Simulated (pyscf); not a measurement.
Thermochemistry of product channels of `[O]=[Ti]([Cl])[Cl]` + `[NH3]` on the singlet surface, in eV, from ωB97M-D3(BJ)/def2-TZVP energies (ideal gas, 1 atm, RRHO with modes under 100 cm⁻¹ raised to 100, one conformer, R ln 2 for chiral ones without a mode under 150 cm⁻¹). Single points on ωB97X-D3(BJ)/def2-SVP structures (PySCF, gas phase).

```tsv
products	ΔE	ΔH(298 K)	ΔG(600 K)	ΔG(1200 K)
`[NH2][Ti](=[O])[Cl]` + `[ClH]`	+0.69	+0.59	+0.60	+0.55
`[NH2][Ti]([OH])([Cl])[Cl]`	(withheld)	-1.65	-0.84	(withheld)
```

Problem. Complete the blanks.

Solution. 
- `[NH2][Ti]([OH])([Cl])[Cl]`, ΔE: -1.64
- `[NH2][Ti]([OH])([Cl])[Cl]`, ΔG(1200 K): -0.16

These are energies of the channels, which say nothing of barriers.
